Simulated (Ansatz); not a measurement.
`C=C(C)CC` + H₂ → propene + ethane at 298.15 K and 1 bar (hydrogenolysis of a C–C bond).

Gas-phase electronic energies from Ansatz, PBE0-D4/def2-TZVP geometries. CCSD(T)/CBS adds triple-zeta CCSD(T) − MP2 to the extrapolated MP2 energy (def2 sets, frozen cores). This one scheme is used for every species. Each species was taken in one conformer, which may not be the lowest.

| species | CCSD(T)/CBS energy (Eh) | H − E (kJ/mol) | S (J/(mol·K)) |
| --- | --- | --- | --- |
| `C=C(C)CC` | -196.27241 | 378.6 | 328.4 |
| H₂ | -1.17544 | 35.1 | 130.4 |
| `C=CC` | -117.74610 | 222.5 | 264.5 |
| `CC` | -79.71954 | 207.7 | 227.7 |

H − E and S are ideal-gas, rigid-rotor, harmonic terms from PBE0-D4/def2-TZVP, for one conformer and one mirror image of each species. The MP2-based limit puts H₂ 0.8 mEh under its directly extrapolated value; such offsets cancel only in part. 1 Eh = 2625.50 kJ/mol, R = 8.31446 J/(mol·K).

**Question.** By hand: ΔE, ΔH, ΔS and ΔG.

**Answer.** ΔE = (-117.74610) + (-79.71954) − (-196.27241) − (-1.17544) = -0.01779 Eh = -46.7 kJ/mol. Δ(H − E) = 222.5 + 207.7 − 378.6 − 35.1 = 16.5, so ΔH = -30.2 kJ/mol. ΔS = 264.5 + 227.7 − 328.4 − 130.4 = 33.4 J/(mol·K). ΔG = -30.2 − 298.15 × (33.4)/1000 = -40.2 kJ/mol.

**Question.** By hand: the equilibrium constant, and the temperature at which ΔG would vanish if ΔH and ΔS stayed fixed.

**Answer.** log₁₀ K = −ΔG/(RT ln 10) = 7.0. ΔH and −TΔS have one sign here, so there is no such temperature.

ΔH outweighs TΔS. A doubt of 5 kJ/mol in ΔE shifts log₁₀ K by 0.9 here. Other conformers and mirror images would add mixing entropy, several J/(mol·K) or more a flexible species. These are equilibria of isolated gas molecules and say nothing of rates. Largest T1 diagnostic: 0.010 (customary marks: 0.02 for closed shells, 0.045 for open ones).
